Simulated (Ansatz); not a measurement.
# AlH2ClO (SMILES [OH][AlH][Cl]): levels of theory compared

Aim: a comparison of 6 runs (HF/STO-3G, B2PLYP/STO-3G, CAM-B3LYP/STO-3G, PBE0/STO-3G, CCSD/STO-3G, FCI/STO-3G) of AlH2ClO. 

Program for the calculation: Ansatz 0.2.0.

77 further runs of the same task are left out: 5 that didn't finish, 72 set aside as unsound or not needed.

**1. The molecule**

AlH2ClO: 5 atoms, total charge 0, spin state singlet. As SMILES, `[OH][AlH][Cl]`. The Cl3–Al2 distance was set to 2.620 Å, away from the relaxed value.

Bond lengths: O1–Al2 1.684 Å, Al2–Cl3 2.620 Å, O1–H4 0.956 Å, Al2–H5 1.563 Å. Angles: O1–Al2–Cl3 119.8°, O1–Al2–H5 119.3°, Cl3–Al2–H5 120.9°, Al2–O1–H4 124.3°.

**2. A single-point energy at HF/STO-3G (run 1)**

File molecule.yaml:

```yaml
crystal:
  periodic: [false, false, false]
  atoms:
    - symbol: O
      position_ang: [-1.281073, 0.848468, -0.645723]
    - symbol: Al
      position_ang: [0.260027, 0.662468, 0.006177]
    - symbol: Cl
      position_ang: [1.114900, -1.725400, 0.662800]
    - symbol: H
      position_ang: [-1.890473, 0.128468, -0.800823]
    - symbol: H
      position_ang: [1.162527, 1.922568, 0.210877]
basis:
  gaussian:
    orbitals: STO-3G
magnetization:
  spin_polarized: false
  initial_magnetization: 0
hamiltonian:
  xc: hf
accuracy: high
```

Command:

```console
$ ansatz run molecule.yaml --threads 1 --pin off --max-ram 2610MiB --events-out events.jsonl --progress --plain --runs-dir runs
```

Log:

```text
Warning: RAYON_NUM_THREADS=1 ignored (pool sized by the plan → 1); use --threads N
Functional definition: HF
  name "HF"
  exchange = exact_x
  correlation = 0
440 factors; integrals over basis functions are off by at most 2.3e-8 eV
mean field evaluation 1: about -20913.1161 eV, gradient 2.5e1 eV
mean field evaluation 2: about -20913.1412 eV, gradient 2.5e1 eV
mean field evaluation 4: about -20915.9891 eV, gradient 1.7e0 eV
mean field evaluation 8: about -20916.0034 eV, gradient 4.2e-4 eV
mean field -20916.00344417 eV, -768.6489491969 hartree, gradient 1.2e-8 eV, S^2 0.000000; 0 other end points of the search recorded, 0 dependent functions left out
reference -20916.00344417 eV, -768.6489491969 hartree; 20, 20 occupied and 5, 5 virtual orbitals, 440 factors
Total energy: -20916.00344417 eV, -768.6489491969 hartree
```

Wall time 0.08 s (1 thread of AMD EPYC 9R45 (Zen 5), shared host).

**3. A single-point energy at B2PLYP/STO-3G (run 2)**

File job.yaml:

```yaml
crystal:
  periodic: [false, false, false]
  atoms:
    - {symbol: O, position_ang: [-1.281073, 0.848468, -0.645723]}
    - {symbol: Al, position_ang: [0.260027, 0.662468, 0.006177]}
    - {symbol: Cl, position_ang: [1.114900, -1.725400, 0.662800]}
    - {symbol: H, position_ang: [-1.890473, 0.128468, -0.800823]}
    - {symbol: H, position_ang: [1.162527, 1.922568, 0.210877]}
basis:
  gaussian:
    orbitals: STO-3G
hamiltonian:
  xc: {name: B2PLYP}
correlation:
  frozen_orbitals: {Al: 5, Cl: 5, H: 0, O: 1}
accuracy: high
```

Command:

```console
$ ansatz run job.yaml --threads 1 --pin off --max-ram 2610MiB --events-out events.jsonl --progress --plain --runs-dir runs
```

Log (excerpt; [...] marks lines left out):

```text
Warning: RAYON_NUM_THREADS=1 ignored (pool sized by the plan → 1); use --threads N
Functional definition: B2PLYP
  name "B2PLYP"
[...]
440 factors; integrals over basis functions are off by at most 2.3e-8 eV
[...]
mean field -20944.28383164 eV, -769.6882342673 hartree, gradient 3.1e-8 eV, S^2 0.000000; 0 other end points of the search recorded, 0 dependent functions left out
11 core orbitals not correlated: weight in the atoms' cores, before any rotation towards them, 1.000 or more for the frozen orbitals, at most 0.000 for the correlated occupied ones
reference -20944.28385066 eV, -769.6882349662 hartree; 9, 9 occupied and 5, 5 virtual orbitals, 440 factors
second order -2.87935200 eV of doubles, -0.00000000 eV of singles
Total energy: -20945.06127570 eV, -769.7168048094 hartree
```

It took 0.7 s on 1 thread of AMD EPYC 9R45 (Zen 5), shared host.

Runs 3 to 5 aren't shown in full; the table further down has their settings and results.

**4. A single-point energy at FCI/STO-3G (run 6)**

File in.yaml:

```yaml
crystal:
  periodic: [false, false, false]
  atoms:
    - {symbol: O, position_ang: [-1.281073, 0.848468, -0.645723]}
    - {symbol: Al, position_ang: [0.260027, 0.662468, 0.006177]}
    - {symbol: Cl, position_ang: [1.114900, -1.725400, 0.662800]}
    - {symbol: H, position_ang: [-1.890473, 0.128468, -0.800823]}
    - {symbol: H, position_ang: [1.162527, 1.922568, 0.210877]}
basis:
  gaussian: {orbitals: STO-3G}
correlation: {method: fci, frozen_orbitals: {Al: 5, Cl: 5, H: 0, O: 1}}
accuracy: high
```

Command:

```console
$ ansatz run in.yaml --threads 1 --pin off --max-ram 2610MiB --events-out events.jsonl --progress --plain --runs-dir runs
```

Log:

```text
Warning: RAYON_NUM_THREADS=1 ignored (pool sized by the plan → 1); use --threads N
Functional definition: HF
  name "HF"
  exchange = exact_x
  correlation = 0
440 factors; integrals over basis functions are off by at most 2.3e-8 eV
mean field evaluation 1: about -20913.1161 eV, gradient 2.5e1 eV
mean field evaluation 2: about -20913.1412 eV, gradient 2.5e1 eV
mean field evaluation 4: about -20915.9891 eV, gradient 1.7e0 eV
mean field evaluation 8: about -20916.0034 eV, gradient 4.2e-4 eV
mean field -20916.00344417 eV, -768.6489491969 hartree, gradient 1.2e-8 eV, S^2 0.000000; 0 other end points of the search recorded, 0 dependent functions left out
11 core orbitals not correlated: weight in the atoms' cores, before any rotation towards them, 1.000 or more for the frozen orbitals, at most 0.000 for the correlated occupied ones
reference -20916.00344417 eV, -768.6489491969 hartree; 9, 9 occupied and 5, 5 virtual orbitals, 440 factors
state -20918.62693718 eV, -768.7453607867 hartree
Total energy: -20918.62693718 eV, -768.7453607867 hartree
```

It took 8.7 s on 1 thread of AMD EPYC 9R45 (Zen 5), shared host; peak memory 0.38 GiB.

**5. All runs side by side**

| run | level | frozen core orbitals | energy (Eh) | wall time |
| --- | --- | --- | --- | --- |
| 1 | HF/STO-3G | – | -768.648949 | 0.08 s |
| 2 | B2PLYP/STO-3G | 11 | -769.716805 | 0.7 s |
| 3 | CAM-B3LYP/STO-3G | – | -770.044146 | 0.56 s |
| 4 | PBE0/STO-3G | – | -769.796453 | 0.48 s |
| 5 | CCSD/STO-3G | 11 | -768.740956 | 0.12 s |
| 6 | FCI/STO-3G | 11 | -768.745361 | 8.7 s |

**6. Results**

```
                                           quantity          value
                                run 6: total energy  -768.74536 Eh
run 6: correlation energy (11 core orbitals frozen)      -96.4 mEh
```

In words: Against full CI in this basis: HF +96.4 mEh; CCSD +4.4 mEh. Totals of different functionals can't be ranked against each other. In runs 1, 2, 3, 4, 5, 6 the basis is minimal, so the values are rough. All runs together took 11 s, the longest 8.7 s.
